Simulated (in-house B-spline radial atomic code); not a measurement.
Results of a calculation; reference values are marked as such.
# Si ion on C atom: potential, deflection and energy transfer

The pair potential comes from two frozen, spherical free-atom densities (PBE, B-spline radial code, scalar-relativistic past argon): electrostatics plus the change in Thomas-Fermi kinetic and Dirac exchange energy where they overlap, the recipe behind the universal ZBL potential, which averages such potentials (from solid-state densities) over many pairs. It is written V = (Z1 Z2 e²/r) φ(r/a), with e² = 14.3996 eV·Å and a = 0.46850 Å/(Z1^0.23 + Z2^0.23); ZBL's fit is φ = 0.18175 e^(−3.1998x) + 0.50986 e^(−0.94229x) + 0.28022 e^(−0.4029x) + 0.02817 e^(−0.20162x). Where φ falls below 4e-4 it is continued as an exponential.

Masses 28.09 and 12.01 u.

| x = r/a | φ, this pair | φ, ZBL |
| --- | --- | --- |
| 0.1 | 0.9042 | 0.8928 |
| 0.5 | 0.6427 | 0.6096 |
| 1.5 | 0.3293 | 0.2995 |
| 3 | 0.1483 | 0.1292 |
| 5 | 0.06541 | 0.05224 |
| 8 | 0.02028 | 0.01705 |
| 12 | 0.004274 | 0.00474 |
| 17 | 0.0007711 | 0.001212 |

Task: At x = 5 the electrostatic, kinetic and exchange parts are 19.03, 112.85 and -18.91 eV. Find r, V and φ.

Result: a = 0.46850/(1.8349 + 1.5100) = 0.14006 Å, so r = 0.70032 Å. V = 19.03 + 112.85 + (-18.91) = 112.97 eV. The bare repulsion is 14 × 6 × 14.3996/0.70032 = 1727.2 eV, so φ = 0.0654, +25.2 % against ZBL's 0.0522. The kinetic (Pauli) term is 100 % of V here.

Task: The ion comes in at 0.2883 keV with impact parameter 0.0700 Å. The scattering integral gives a centre-of-mass angle of 165.7° and a closest approach of 5.492 a. What are the reduced energy, the energy passed on and the laboratory angles?

Result: ε = E a M2/(Z1 Z2 e² (M1 + M2)) = 288.3 × 3.4682e-05 = 0.01. The most that one collision can pass on is γE with γ = 4 M1 M2/(M1 + M2)² = 0.8392. Here T = γE sin²(θ/2) = 0.8392 × 288.3 × 0.9845 = 238.2 eV. The ion turns by arctan(sin θ/(cos θ + M1/M2)) = 10.2°, and the struck atom leaves at (180° − θ)/2 = 7.2°. The closest approach is 0.769 Å. With ZBL the angle would be 164.45° and T = 237.5 eV.
